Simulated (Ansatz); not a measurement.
# [BH4]− (SMILES [H][B-]([H])([H])[H]): the vertical detachment energy, rung by rung

[BH4]−: 5 atoms, total charge -1, spin state singlet. As SMILES, `[H][B-]([H])([H])[H]`. The shape is that of a GFN2-xTB optimisation.

Quantity: the vertical detachment energy (to the doublet neutral), in eV. The values are calculated.

```
        level                    kind  program  value (eV)  less FCI/3-21G  CPU time (all runs)
     HF/3-21G            Hartree–Fock   Ansatz        3.53           -0.30               0.18 s
  SVWN5/3-21G                     LDA   Ansatz        3.81           -0.02                1.7 s
 r2SCAN/3-21G                meta-GGA   Ansatz        3.96           +0.13                  8 s
   PBE0/3-21G           global hybrid   Ansatz        4.05           +0.22                1.7 s
  HSE06/3-21G  range-separated hybrid   Ansatz        4.04           +0.21                4.3 s
RPA@PBE/3-21G                     RPA   Ansatz        3.17           -0.66                4.2 s
    MP2/3-21G     perturbation theory   Ansatz        3.85           +0.02               0.18 s
  CCSDT/3-21G   coupled cluster or CI   Ansatz        3.83            0.00                1.2 s
    FCI/3-21G      exact in the basis   Ansatz        3.83            0.00                 24 s
```

FCI/3-21G is exact within its basis and frozen core, so for wave-function methods in that basis the difference is their error; functionals converge differently with the basis, so for them it is only a difference. Sets without diffuse functions describe the anion poorly. The values span 3.17 to 4.05 eV. All rows use very small basis sets, so even the best lies far from the true value. CPU times are rough (shared hosts, several kinds of processor): they show what a rung costs within a factor of a few.
